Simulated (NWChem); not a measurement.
**CH2N (SMILES C=[N]) at UCAM-B3LYP/3-21G (thermostat svr 100.0)**

Wanted: molecular dynamics of CH2N. 

Program for the calculation: NWChem 7.3.0.

**1. The structure to begin with**

CH2N has 4 atoms, charge 0, and is taken as a doublet. As SMILES, `C=[N]`. The shape is that of a GFN2-xTB optimisation. The run starts from this shape.

Bond lengths: C1–N2 1.214 Å, C1–H3 1.097 Å, C1–H4 1.097 Å. Angles: N2–C1–H3 123.9°, N2–C1–H4 123.9°, H3–C1–H4 112.2°.

**2. A short trajectory at UCAM-B3LYP/3-21G (thermostat svr 100.0)**

Input file ch2n.nw:

```
start ch2n
memory total 2200 mb
geometry units angstrom noautosym nocenter noautoz
 C        0.002710       0.001910      -0.000060
 N        0.728320       0.589110       0.775720
 H       -0.865040       0.458820      -0.492030
 H        0.134020      -1.049840      -0.283630
end
basis "ao basis" spherical bse
 * library 3-21G
end
dft
 xc xcamb88 1.00 lyp 0.81 vwn_5 0.19 hfexch 1.00
 cam 0.33 cam_alpha 0.19 cam_beta 0.46
 mult 2
 grid coarse
 convergence energy 1e-06
 direct
 maxiter 100
 mulliken
 noprint "final vectors analysis"
end
qmd
 nstep_nucl 15
 dt_nucl 40
 targ_temp 500
 thermostat svr 100.0
 rand_seed 28936
 print_xyz 1
end
task dft qmd
```

The run is started by

```
$ nwchem ch2n.nw > ch2n.out
```

What values should one expect? Wanted: potential energy of the last frame.

**Answer.** As computed:

At UCAM-B3LYP/3-21G (thermostat svr 100.0):

| quantity | value |
| --- | --- |
| potential energy of the last frame | -93.39727 Eh |

In words: Mulliken charges run from -0.25 on N2 to +0.22 on H4; they depend strongly on the basis.
